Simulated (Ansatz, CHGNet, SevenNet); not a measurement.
## How the volume per atom of tetradymite Bi2Te3 moves with the method

No measured value is used here.

```json
[
 {"level (code)": "CHGNet-r²SCAN (CHGNet)", "value (Å³/atom)": "?"},
 {"level (code)": "SevenNet-0 (SevenNet)", "value (Å³/atom)": "36.69"},
 {"level (code)": "SevenNet-l3i5 (SevenNet)", "value (Å³/atom)": "36.40"},
 {"level (code)": "LDA (Ansatz)", "value (Å³/atom)": "?"},
 {"level (code)": "PBE (Ansatz)", "value (Å³/atom)": "36.66"},
 {"level (code)": "PBEsol (Ansatz)", "value (Å³/atom)": "33.59"},
 {"level (code)": "PBE-D3(BJ) (Ansatz)", "value (Å³/atom)": "33.66"},
 {"level (code)": "PBE-D4 (Ansatz)", "value (Å³/atom)": "33.64"},
 {"level (code)": "rVV10 (Ansatz)", "value (Å³/atom)": "?"},
 {"level (code)": "r²SCAN (Ansatz)", "value (Å³/atom)": "36.45"},
 {"level (code)": "r²SCAN-D4 (Ansatz)", "value (Å³/atom)": "35.37"}
]
```

Task: Complete the blanks.

Result: 
- CHGNet-r²SCAN (CHGNet), value (Å³/atom): 38.50
- LDA (Ansatz, a quantum-chemistry and plane-wave program), value (Å³/atom): 32.68
- rVV10 (Ansatz), value (Å³/atom): 36.17

Density-functional levels without +SOC have no spin–orbit coupling. LDA, PBE, PBEsol, r²SCAN: the cell comes from a level without a dispersion term, which matters for the spacing of layers, chains or molecules. Cutoffs differ between the levels. Ansatz's density-functional and Hartree–Fock values are scalar-relativistic unless marked +SOC, with PAW data made under PBE.

Machine-learned potentials (CHGNet-r²SCAN, SevenNet-0, SevenNet-l3i5) are trained on DFT data, which may include these solids.
